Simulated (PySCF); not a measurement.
# i-PrOEt: full NMR table

- Formula: C5H12O
- SMILES: CCOC(C)C
- Point group of the computed structure: C1
- Degrees of unsaturation: 0
- Carbon signals: 4
- Proton signals: 4

Mapped SMILES: `[CH3:1][CH2:2][O:3][CH:4]([CH3:5])[CH3:6]`; H(Xn) means a hydrogen on atom n.

PySCF calculation with PBE0/pcSseg-1 with gauge-including orbitals and structure optimised with GFN2-xTB; rapidly exchanging positions averaged, no relativistic terms, no solvent model, single conformer.

Scale: 1H (σ = 31.72 ppm) and 13C (σ = 186.93 ppm) vs TMS; 17O (σ = 336.08 ppm) vs H2O (reference shieldings calculated alike).

```tsv
carbon	δC, type	δH (multiplicity)	HMBC from (2–3 bonds)	span of the C tensor (ppm)
C1	18.5, CH3	1.28 (t)	H(C2)	33
C2	68.3, CH2	3.59 (q)	H(C4), H(C1)	80
C4	76.7, CH	3.57 (sept)	H(C2), H(C5)/H(C6)	70
C5/C6	24.1, CH3	1.18 (d)	H(C4), H(C5)/H(C6)	44
```

Other nuclei:
```
atoms  nucleus   environment  δ (ppm)  σ (ppm)
   O3      17O  ether oxygen     79.8    256.3
```

- Carbon types of the structure: 1 × CH, 1 × CH2, 3 × CH3, which accounts for all hydrogens.
- δC 76.7: sp3 CH bonded to O; deshielded by the electronegative neighbour.
- δC 68.3: sp3 CH2 bonded to O; deshielded by the electronegative neighbour.
- δC 24.1, 18.5: methyl carbon; saturated and bonded to C and H only.
- δH 3.59: hydrogen on an sp3 CH2 bonded to O; its carbon carries O, an electronegative neighbour.
- δH 3.57: hydrogen on an sp3 CH bonded to O; its carbon carries O, which withdraws density.

Shifts are as computed. Against solution values, carbons near 30 ppm lie about +3 ppm off and those near 130 ppm about +5 ppm. Of 1211 compounds with measured shifts, 218 miss one by over three times the rms of a fit or turn the order of signals round; such compounds aren't used in these exercises. Experimental scales use liquid or dissolved standards, which lie at an offset from isolated H2O (liquid H2O: subtract about 36 ppm). Multiplicities follow the n + 1 count of equivalent neighbours, as no J values were calculated; m marks all less simple cases, F and P coupling included.
